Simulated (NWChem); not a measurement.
System: carbonyl sulfide (COS); SMILES O=C=S

```xyz
3

O     -1.6765     0.0270     0.0223
C     -0.5204     0.0083     0.0069
S      1.0432    -0.0168    -0.0139
```
Atoms are numbered in this order, from 1.

Computed with NWChem. The geometry was optimised at PBE0/def2-SVP. GIAO values for the isolated, static molecule; σ is the absolute isotropic shielding, δ = σ(reference) − σ with the isolated reference molecule computed at the same levels (13C: tetramethylsilane, 17O: water).

**Question.** Estimate the computed values for PBE/pcSseg-1. Quantities: δ O1 (ppm); δ C2 (ppm); σ S3 (ppm).

**Answer.** 
| Property | Result |
|---|---|
| δ O1 (ppm) | 267.9 |
| δ C2 (ppm) | 152.4 |
| σ S3 (ppm) | 761.8 |
